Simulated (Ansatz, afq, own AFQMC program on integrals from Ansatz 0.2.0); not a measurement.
**C$_{2}$H$_{5}$, doublet: AFQMC among the cluster methods**

```yaml
atoms:
  - { symbol: C, position_ang: [0.0000, -0.0036, 0.5755] }
  - { symbol: C, position_ang: [0.0000, 0.0005, -0.6245] }
  - { symbol: H, position_ang: [0.0000, -1.0162, 0.9818] }
  - { symbol: H, position_ang: [0.8752, 0.5181, 0.9850] }
  - { symbol: H, position_ang: [-0.8752, 0.5181, 0.9850] }
  - { symbol: H, position_ang: [0.0000, -0.9175, -1.1964] }
  - { symbol: H, position_ang: [0.0000, 0.9348, -1.1720] }
```

Basis 6-31G. Only valence electrons are correlated. Ansatz 0.2.0 and our own AFQMC program on the same integrals; the CISD trial comes from CCSD amplitudes, and released means the phaseless constraint is let go. Error bars are statistical, one sigma.

Determinant: UHF, the one that the program's search chose, which needn't be the lowest solution. The geometry is a point of a scan.

No full CI on the walks' own integrals is used here; CCSDT(Q) serves as the reference and is uncertain by about the last step of the cluster series.

- T1 diagnostic: 0.0089
- weight of the determinant in the CISD state: 0.917
- ⟨S²⟩ of the determinant: 0.767
- size of the correlated space: 13 electrons in 26 orbitals

| level | correlation energy (eV) |
| --- | --- |
| MP2 | -4.3848 |
| CCSD | -5.1860 |
| CCSD(T) | -5.2746 |

Problem. Estimate where phaseless AFQMC with a CISD trial lies against CCSD(T) on the same integrals.

Solution. 4.5 ± 9.2 meV below CCSD(T). The gap is under twice the noise, so this walk alone can't tell the two apart.

Reference: CCSDT(Q), correlation energy -5.291 eV. The released energy is read at 2.40 1/Eh (meV from the phaseless value at times in 1/Eh: -8 ± 9 at 0.24, -1 ± 8 at 0.51, -24 ± 8 at 0.99, -3 ± 9 at 1.62, -17 ± 10 at 2.40).

```json
{"level": "CCSD(T)", "E − E(reference) (meV)": "16.5", "share of correlation (%)": "99.69"}
{"level": "CCSDT", "E − E(reference) (meV)": "4.6", "share of correlation (%)": "99.91"}
{"level": "ph-AFQMC/CISD", "E − E(reference) (meV)": "12.1 ± 9.2", "share of correlation (%)": "99.77"}
{"level": "released AFQMC", "E − E(reference) (meV)": "-4.8 ± 10.0", "share of correlation (%)": "100.09"}
```

A walk keeps the symmetry of its determinant, which the program's search chose and which needn't be the lowest solution, so a lower state of the same spin and another symmetry isn't excluded. Released energies are given only where the last usable release times agree within the noise; a slower fall can still hide under it.
